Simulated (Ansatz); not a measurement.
BNH₆⁺, that is B(NH3)H3 with one electron fewer. Charge 1, multiplicity 2. Geometry r2SCAN-D4/def2-TZVP, that of the neutral singlet; atoms count from 1.

```xyz
8

B    -0.2697    0.3693   -0.7097
N     0.2575   -0.3525    0.6775
H     1.1543    0.0266    0.9681
H     0.3700   -1.3540    0.5478
H    -0.4022   -0.2090    1.4370
H    -1.3316   -0.1585   -0.9541
H     0.5877    0.1336   -1.5315
H    -0.3659    1.5446   -0.4350
```

Estimate the Mulliken populations from the PBE0/def2-TZVP orbitals of Ansatz.


```tsv
atom	charge (e)	spin (α − β)
B1	-0.24	0.36
N2	-0.38	0.00
H3	0.33	0.01
H4	0.33	0.00
H5	0.33	0.00
H6	0.29	0.39
H7	0.17	0.11
H8	0.17	0.11
```
Mulliken values and Mayer orders depend strongly on the basis.

Where does the spin sit?

Summed by element: B 0.36, N 0.00, H 0.64, of 1 unpaired in all. Largest on single atoms: H6 0.39, B1 0.36, H8 0.11.

And the Mayer bond orders between bonded heavy atoms (over 0.3)?

B1–N2 0.83 (1.65 Å).
